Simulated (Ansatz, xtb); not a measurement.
**C4H5N: which of these isomers lies lowest?**

2 of its isomers, all singlets with charge 0: A = pyrrole `c1cc[nH]c1`; B = 3-butenenitrile `C=CCC#N`.

Shapes, held fixed at every level: PBE0-D4/def2-TZVP. Flexible molecules stand in one conformer, not always the lowest. Programs: Ansatz 0.2.0, xtb 6.7.1.

A:

```xyz
10

C     0.3846    0.5941   -0.9564
C     0.7502   -0.7244   -0.5898
C     0.0903   -1.0223    0.5746
N    -0.6554    0.0661    0.9184
C    -0.4861    1.0563   -0.0034
H     0.7213    1.1434   -1.8214
H     1.4215   -1.3818   -1.1194
H     0.0924   -1.9143    1.1797
H    -1.2419    0.1290    1.7297
H    -0.9938    2.0026    0.0907
```

B:

```xyz
10

C    -1.1298   -0.6883   -0.7264
C    -0.3315   -0.7367    0.3267
C     0.7195    0.2787    0.6745
C     0.8116    1.3772   -0.2721
N     0.8739    2.2389   -1.0297
H    -1.0789    0.1233   -1.4449
H    -1.8630   -1.4655   -0.9028
H    -0.4030   -1.5612    1.0305
H     0.5244    0.6970    1.6686
H     1.7020   -0.2028    0.7388
```

Electronic energies in kJ/mol, without zero-point or thermal terms.

```tsv
level	kind	B − A
GFN1-xTB	semi-empirical	+148.4
SVWN5/def2-SVP	LDA	+170.2
PBE-D4/def2-TZVPP	GGA	+95.9
PBE0/def2-SVP	global hybrid	+116.8
PBE0-D4/def2-TZVPP	global hybrid	+101.3
wB97M-V/def2-SVP	range-separated hybrid	+94.6
RPA@PBE/def2-SVP	RPA	+48.0
BCCD(T)/def2-SVP	coupled cluster or CI	+56.0
CCSD(T)/CBS estimate	coupled cluster or CI	+63.1
```

The highest level, CCSD(T)/CBS estimate, puts A lowest of these. All levels agree on that. The B − A difference spans +48.0 to +170.2 kJ/mol over the levels. The CBS estimate extrapolates MP2 from def2-TZVPP and def2-QZVPP and adds CCSD(T) − MP2 in the triple-zeta set, cores frozen. GFN1-xTB strays far from the other rows.
